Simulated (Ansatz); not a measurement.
We consider hcp Zr, described by RPBE in Ansatz (plane waves, PAW).

Run with plane-wave cutoff 520 eV, 24×24×12 k mesh (along the axes of the cell as run), Fermi–Dirac smearing 0.034 eV (set by the program), scalar-relativistic PAW data made under PBE.

Computed at the level's own relaxed cell.

Hill averages of the elastic tensor: K = 89.1 GPa, G = 35.7 GPa. Volume 23.961 Å³/atom, mean atomic mass 91.224 u.

Task: Work out the density, the sound velocities of a polycrystal and the elastic Debye temperature, and Pugh's ratio at this level.

Result: ρ = 1.66054 × 91.224/23.961 = 6.322 g/cm³. v_l = √[(K + 4G/3)/ρ] = 4.650 km/s and v_t = √(G/ρ) = 2.376 km/s. The mean follows from 3/v_m³ = 1/v_l³ + 2/v_t³: v_m = 2.662 km/s. Θ_D = (ħ/k_B) v_m (6π²/V)^(1/3) = 76.38 K Å s/km × 2.662 × 1.3520 Å⁻¹ = 275 K, counting all atoms of the cell. K/G = 2.50, to be set beside Pugh's rough bound of 1.75 between brittle and ductile metals.

Ansatz is a first-principles code.
